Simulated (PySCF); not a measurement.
Ionisation energy of Cl by level of theory

Cl [Ne] 3s2 3p5 (2P) → Cl⁺ [Ne] 3s2 3p4 (3P), as a difference of total energies. Computed with PySCF 2.14 in dyall-av3z, with scalar relativity by spin-free X2C-1e. Correlated levels: valence: [Ne] frozen; virtual orbitals above 40 to 60 times the deepest correlated orbital energy dropped. The calculations carry no spin-orbit coupling.

| method | ionisation energy (eV) | error (eV) |
| --- | --- | --- |
| UHF | 11.747 | -1.227 |
| MP2 (valence) | 12.745 | -0.229 |
| SCS-MP2 (valence) | 12.745 | -0.229 |
| CCSD (valence) | 12.707 | -0.267 |
| CCSD(T) (valence) | 12.756 | -0.218 |

Reference: 12.974 eV (measured; NIST levels, between the centres of gravity of the two terms).

Errors of the correlated levels include the incompleteness of this basis and the frozen core.
